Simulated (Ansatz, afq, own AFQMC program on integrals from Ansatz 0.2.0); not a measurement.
AFQMC on a folder of integrals that Ansatz 0.2.0 wrote.

```yaml
crystal:
  periodic: [false, false, false]
  atoms:
    - {symbol: Si, position_ang: [-0.000891, -0.141631, 2.877755]}
    - {symbol: Ge, position_ang: [-0.000044, 0.031888, -1.084447]}
    - {symbol: H, position_ang: [0.001796, 1.384087, 2.912773]}
    - {symbol: H, position_ang: [-0.031395, -1.342385, -1.780261]}
    - {symbol: H, position_ang: [1.269944, 0.766501, -1.568966]}
    - {symbol: H, position_ang: [-1.212324, 0.840152, -1.596366]}
basis:
  gaussian: {orbitals: 6-31G}
magnetization: {spin_polarized: false}
correlation: {method: ccsd_t, electrons: outside_noble_gas, hamiltonian_folder: ham}
```

```sh
$ ansatz run in.yaml --threads 1 --pin off --events-out ev --progress --plain --max-ram 1382MiB
```

Options of the walk:

```
--method phaseless --trial cisd --walkers 60 --populations 1 --least-time 40 --time-step 0.005 --steps-per-block 50 --equilibration-blocks 40 --max-blocks 300 --target-error 0.00084 --factor-cut 1e-05 --seed 3731 --release-times 0.24,0.51,0.99,1.62,2.4 --release-step 0.03 --release-every 4 --taylor-order 6
```

Times are imaginary, in 1/Eh. The walk had a cap of 824 s. Filled inner d shells are frozen with the cores.

afq prints:

```
orbitals 31  electrons 6 6  factors 235 of 518
reference energy -2366.06799078 Eh
CCSD correlation -0.15963333 Eh in 13 cycles, weight of the determinant in the CISD state 0.7758
energy of the start -2366.227624 Eh
 block  time / (1/Eh)  mean weight  energy / Eh
     1     0.250  1.0000  -2366.224751
     2     0.500  0.9992  -2366.223959
     3     0.750  1.0013  -2366.224715
     4     1.000  1.0004  -2366.225479
     5     1.250  0.9985  -2366.228059
     7     1.750  1.0008  -2366.228364
     9     2.250  1.0002  -2366.229793
    11     2.750  1.0003  -2366.230655
    21     5.250  0.9988  -2366.236829
    31     7.750  1.0010  -2366.234461
    41    10.250  1.0002  -2366.227779
    51    12.750  1.0007  -2366.230450
    61    15.250  1.0008  -2366.229634
    71    17.750  1.0001  -2366.245430
    81    20.250  1.0009  -2366.235634
    91    22.750  1.0003  -2366.237588
   101    25.250  1.0001  -2366.233668
   111    27.750  1.0000  -2366.230528
   121    30.250  1.0002  -2366.222349
   131    32.750  1.0005  -2366.230161
   141    35.250  1.0012  -2366.232340
   151    37.750  1.0003  -2366.228689
   161    40.250  0.9993  -2366.234110
   171    42.750  1.0001  -2366.235607
   181    45.250  1.0000  -2366.232990
   191    47.750  0.9994  -2366.236602
   196    49.000  0.9999  -2366.236067
blocks merged  error / Eh  count
     1  0.000348  160
     2  0.000416  80
     4  0.000479  40
     8  0.000468  20
    16  0.000445  10
released: time / (1/Eh)  energy / Eh  error  mean overlap
  0.24  -2366.233117  0.000713  1.0121
  0.51  -2366.232810  0.000601  1.0131
  0.99  -2366.232933  0.000639  1.0205
  1.62  -2366.232876  0.000639  1.0184
  2.40  -2366.233556  0.000636  1.0151
energy -2366.232932 +/- 0.000479 Eh
(rows thinned)
```

The run passed its tests (sampling time, drift between the halves within three errors, error under three times the target), which doesn't prove that it has relaxed.

Against this walk (error 13.0 meV) on the same determinant: CCSD(T) 11.8 meV higher (within the noise). The error is statistical and leaves out the bias of the constraint. None of these is a sure reference here. Released to 2.40 1/Eh the energy moves by -17 ± 22 meV (both errors), within twice the noise.

Cautions: constraint bias not in the error; no relativity below Rb; no spin-orbit coupling; inner d shell frozen; higher spins were not checked; restricted determinant unstable towards unrestricted (UHF 1.01 eV lower, ⟨S²⟩ 0.88); strong correlation (T1 0.026, weight of the determinant 0.78, largest double 0.39); the CCSD(T) amplitudes may be one of several solutions (largest double 0.39); the bias of populations of 60 walkers isn't removed.

The walk took 110 s on 1 thread of Intel(R) Xeon(R) Platinum 8375C CPU @ 2.90GHz (Ice Lake) (shared host). The log's last line is the phaseless energy.
